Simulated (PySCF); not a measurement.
Vinylsilane, C2H6Si.
Numbering: `[CH2:1]=[CH:2][SiH3:3]` (hydrogens: H4, H5 on C1; H6 on C2; H7, H8, H9 on Si3)

Structure optimised with GFN2-xTB, isolated species.

Q: List the bond lengths and angles at this level.

A: 
```csv
bond,length (Å),order
C1=C2,1.323,double
C2–Si3,1.881,single
C1–H4,1.078,single
C1–H5,1.080,single
C2–H6,1.085,single
"Si3–H7, Si3–H8, Si3–H9",1.465,single
```

Bonds in one row agree within 0.01 Å and their mean is given. Orders are formal, as drawn. A selection of angles:
```csv
angle,degrees
C2–C1–H4,121.6
C2–C1–H5,122.8
H4–C1–H5,115.6
C1–C2–Si3,125.2
C1–C2–H6,118.0
Si3–C2–H6,116.8
C2–Si3–H7,108.9
H7–Si3–H8,110.0
```

Si3 (SiH3 silicon) is tetrahedral (angles from 108.9° to 110.0°).

Point group: Cs (tolerance 0.08 Å). No GFN2-xTB frequencies stand behind this structure, so it isn't proved a minimum.

All values are computed, not measured.
